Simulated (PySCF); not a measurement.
# SiH4 (silane): CISD/STO-3G

What is the energy change on altering one bond length of SiH4 (silane) at CISD/STO-3G? 

The calculation is run with PySCF 2.14.0.

9 further runs of the same task are left out: 9 set aside as unsound or not needed.

### 1 The system as given

SiH4 has 5 atoms, charge 0, and is taken as a singlet. SMILES: `[SiH4]`. Geometry: relaxed at PBE0-D4/def2-TZVP.

Bond lengths: Si1–H2 1.485 Å, Si1–H3 1.485 Å, Si1–H4 1.485 Å, Si1–H5 1.485 Å. Angles: H2–Si1–H3 109.5°, H2–Si1–H4 109.5°, H2–Si1–H5 109.5°, H3–Si1–H4 109.5°, H3–Si1–H5 109.5°, H4–Si1–H5 109.5°.

### 2 The energy at CISD/STO-3G

Input file input.py:

```python
from pyscf import gto, ci

molecule = gto.Mole()
molecule.atom = [
    ('Si', (-0.000000, 0.000000, -0.000100)),
    ('H', (0.967600, -0.688400, 0.890900)),
    ('H', (-1.331000, 0.044900, 0.656000)),
    ('H', (-0.105100, -0.740300, -1.282600)),
    ('H', (0.468500, 1.383800, -0.264200)),
]
molecule.basis = 'sto-3g'
molecule.verbose = 3
molecule.max_memory = 1860
molecule.build()

myscf = molecule.RHF()
myscf.conv_tol = 1e-10
myscf.kernel()
if not myscf.converged:
    myscf = myscf.newton().run(myscf.mo_coeff, myscf.mo_occ)

cisd = ci.CISD(myscf, frozen=5)
cisd.kernel()
e_tot = cisd.e_tot
print('Final energy', e_tot)
```

Run with:

```bash
OMP_NUM_THREADS=1 python input.py
```

The program printed:

```text
converged SCF energy = -287.909069067248
E(RCISD) = -287.9772239945966  E_corr = -0.06815492734909584
Final energy -287.9772239945966
```

Run time: 0.72 s. Hardware: 1 thread of Arm Neoverse V1, shared host; peak memory 0.12 GiB.

### 3 The distorted shape

Input file geometry.xyz:

```xyz
5

Si    -0.093712    -0.276795     0.052727
H      0.873888    -0.965195     0.943727
H     -1.424712    -0.231895     0.708827
H     -0.198812    -1.017095    -1.229773
H      0.468500     1.383800    -0.264200
```

Input file calc.py:

```python
from pyscf import gto, scf, ci

mol = gto.M(
    atom='geometry.xyz',
    verbose=3,
    max_memory=1860,
    basis='sto-3g',
)

hf = scf.RHF(mol)
hf.conv_tol = 1e-10
hf.kernel()
if not hf.converged:
    hf = hf.newton().run(hf.mo_coeff, hf.mo_occ)

cisd = ci.CISD(hf, frozen=5)
cisd.kernel()
etot = cisd.e_tot
print('E = %.10f Eh' % etot)
```

Run with:

```bash
OMP_NUM_THREADS=1 python calc.py
```

The program printed:

```text
converged SCF energy = -287.863164536507
E(RCISD) = -287.9415889576672  E_corr = -0.07842442116004075
E = -287.9415889577 Eh
```

Run time: 0.62 s. Hardware: 1 thread of Arm Neoverse V1, shared host; peak memory 0.1 GiB.

### 4 Summary of results

At CISD/STO-3G, 5 core orbitals frozen:

```
                                                          quantity          value
                                         first shape: total energy  -287.97722 Eh
                 first shape: dipole moment (Hartree–Fock density)         0.00 D
                  first shape: HOMO energy (Hartree–Fock orbitals)      -11.44 eV
                  first shape: LUMO energy (Hartree–Fock orbitals)       14.05 eV
                first shape: HOMO–LUMO gap (Hartree–Fock orbitals)       25.49 eV
          first shape: correlation energy (5 core orbitals frozen)      -68.2 mEh
                                     distorted shape: total energy  -287.94159 Eh
             distorted shape: dipole moment (Hartree–Fock density)         0.25 D
              distorted shape: HOMO energy (Hartree–Fock orbitals)       -9.88 eV
              distorted shape: LUMO energy (Hartree–Fock orbitals)       10.39 eV
            distorted shape: HOMO–LUMO gap (Hartree–Fock orbitals)       20.27 eV
      distorted shape: correlation energy (5 core orbitals frozen)      -78.4 mEh
energy change with the Si1–H5 bond stretched from 1.485 to 1.782 Å       0.970 eV
```

With the Si1–H5 bond stretched from 1.485 to 1.782 Å the energy rises by 0.97 eV (22.4 kcal/mol). The first shape isn't relaxed at this level, so the change isn't measured from a minimum. The minimal basis adds a large error of its own.
